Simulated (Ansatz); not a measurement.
The input, for Ansatz 0.2.0:

```yaml
crystal:
  periodic: [false, false, false]
  atoms:
    - {symbol: Mo, position_ang: [0.001083, -0.000039, 0.001657]}
    - {symbol: H, position_ang: [0.000249, 0.414897, 1.786224]}
    - {symbol: H, position_ang: [0.048213, -0.387951, 1.743611]}
    - {symbol: H, position_ang: [-0.054563, 0.411393, -1.818027]}
    - {symbol: H, position_ang: [-0.096948, -0.434586, -1.869516]}
basis:
  gaussian: {orbitals: def2-SVP}
magnetization: {spin_polarized: true, initial_magnetization: 4}
correlation: {method: ccsdt_q, electrons: outside_noble_gas}
```

```sh
$ ansatz run in.yaml --threads 1 --pin off --events-out ev --progress --plain --max-ram 2393MiB
```

Roughly how long does this take on 1 thread of Intel Xeon, shared host, and how much host memory?

3.6 min wall and 0.5 GiB.

```
937 factors; integrals over basis functions are off by at most 2.4e-7 eV
mean field evaluation 1: about -1895.4536 eV, gradient 1.5e1 eV
mean field evaluation 2: about -1895.5220 eV, gradient 1.5e1 eV
mean field evaluation 4: about -1897.0580 eV, gradient 2.0e0 eV
mean field evaluation 8: about -1897.0999 eV, gradient 2.2e-1 eV
mean field evaluation 16: about -1897.1024 eV, gradient 3.0e-4 eV
mean field evaluation 32: about -1895.8682 eV, gradient 4.2e-1 eV
mean field evaluation 64: about -1897.1009 eV, gradient 7.2e-2 eV
mean field evaluation 96: about -1895.1044 eV, gradient 1.4e0 eV
mean field evaluation 128: about -1895.7171 eV, gradient 4.0e-2 eV
mean field evaluation 160: about -1893.0165 eV, gradient 1.6e1 eV
...
cycle  17  -5.24462534 eV  change   -1.9e-5 eV  update   3.3e-5
cycle  18  -5.24461506 eV  change    1.0e-5 eV  update   2.1e-5
cycle  19  -5.24461163 eV  change    3.4e-6 eV  update   1.4e-5
cycle  20  -5.24460663 eV  change    5.0e-6 eV  update   9.9e-6
cycle  21  -5.24460680 eV  change   -1.7e-7 eV  update   7.2e-6
cycle  22  -5.24460879 eV  change   -2.0e-6 eV  update   4.9e-6
cycle  23  -5.24460832 eV  change    4.7e-7 eV  update   3.3e-6
cycle  24  -5.24460639 eV  change    1.9e-6 eV  update   2.0e-6
cycle  25  -5.24460657 eV  change   -1.8e-7 eV  update   1.3e-6
cycle  26  -5.24460681 eV  change   -2.5e-7 eV  update   9.3e-7
perturbative correction -0.01024351 eV, -0.0003764422 hartree
Total energy: -1902.35726542 eV, -69.9103400402 hartree
```
